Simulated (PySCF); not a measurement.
Compound: C4H7F.
SMILES with atom numbers: `[CH3:1]/[CH:2]=[CH:3]\[CH2:4][F:5]` (hydrogens: H6, H7, H8 on C1; H9 on C2; H10 on C3; H11, H12 on C4)

The geometry is computed with GFN2-xTB (gas phase).

Question: Give the optimised bond lengths and angles.

Answer: 
```
               bond  length (bohr)
              C1–C2          2.821
              C2=C3          2.500
              C3–C4          2.830
              C4–F5          2.596
C1–H6, C1–H7, C1–H8          2.057
              C2–H9          2.044
             C3–H10          2.041
     C4–H11, C4–H12          2.074
```

Bonds in one row agree within 0.02 bohr and their mean is given. A selection of angles:
```
     angle  degrees
  C2–C1–H6    109.8
  C2–C1–H7    111.9
  H6–C1–H7    108.5
  H7–C1–H8    109.0
  C1–C2–C3    126.0
  C1–C2–H9    115.1
  C3–C2–H9    118.9
  C2–C3–C4    125.3
 C2–C3–H10    120.8
 C4–C3–H10    114.0
  C3–C4–F5    110.3
 C3–C4–H11    111.8
 F5–C4–H11    106.4
H11–C4–H12    109.5
```

Torsions: C1–C2–C3–C4 0° (synperiplanar); C2–C3–C4–F5 -176° (antiperiplanar). The mirror-image conformer, all signs reversed, is as good.

The 3 C–C bonds span 1.323 Å (C2=C3, drawn double) to 1.498 Å (C3–C4, drawn single), a spread of 0.175 Å. Of the pairs four or more bonds apart, C4···H7 is among the closest relative to their van der Waals radii: 2.67 Å, 92 % of the sum of Bondi's values.

Not checked by GFN2-xTB frequencies. One conformer, not necessarily the lowest.
